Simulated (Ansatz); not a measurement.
Compare A (`C#CNC`) with its isomer B (`CN1C=C1`).

Calculated with Ansatz (gas phase, PBE0-D4/def2-TZVP geometries, no zero-point term in ΔE). CCSD(T)/CBS is the MP2 limit (def2-TZVPP, def2-QZVPP) plus CCSD(T) − MP2 in def2-TZVPP, frozen cores. Functionals use def2-TZVPP. B3LYP here is the variant with VWN-RPA as its local correlation; programs differ in this.

A:

```xyz
9

C     0.6648   -0.6641    1.9924
C     0.4385   -0.6011    0.8119
N     0.2257   -0.4910   -0.5040
C    -0.4157    0.7165   -0.9953
H     0.8775   -0.7289    3.0313
H    -0.0901   -1.3419   -0.9439
H    -0.4113    0.6996   -2.0858
H     0.1584    1.5822   -0.6644
H    -1.4476    0.8286   -0.6422
```

B:

Z-matrix (Å, degrees):
```
C
N 1 1.462
H 1 1.100 2 113.1
H 1 1.093 2 109.0 3 -121.2
H 1 1.094 2 109.0 3 121.2
C 2 1.487 1 113.6 3 -28.0
C 2 1.488 1 113.6 3 27.7
H 6 1.075 2 138.5 1 -82.8
H 7 1.075 2 138.5 1 83.0
```

Which isomer does CCSD(T)/CBS put lower? Give the gap. (An estimate is asked.)

The calculation gave: A, by 36.7 kcal/mol.

Give E(B) − E(A) in kcal/mol with LDA (SPW92), B3LYP, r2SCAN-D4, PBE-D4, CCSD(T)/def2-TZVPP, HF/def2-TZVPP, CCSD/def2-TZVPP. (Best estimate.)

The calculation gave: LDA (SPW92) 35.1, B3LYP 39.9, r2SCAN-D4 36.8, PBE-D4 34.6, CCSD(T)/def2-TZVPP 36.8, HF/def2-TZVPP 45.4, CCSD/def2-TZVPP 38.1. None reverses the order clearly.

Does the order hold for the free energy at 298.15 K (harmonic terms from PBE0-D4)? (Estimate.)

Ansatz gave: Yes: G(B) − G(A) = +36.0 kcal/mol.

Largest T1 diagnostic: 0.012.

From r2SCAN to r2SCAN0 (25 % exact exchange), in def2-TZVPP and without D4, E(B) − E(A) moves by +0.8 kcal/mol. In def2-TZVPP, CCSD(T) changes the Hartree–Fock value by −8.6 kcal/mol (the triples alone add −1.3 kcal/mol) and MP2 by −7.6 kcal/mol.
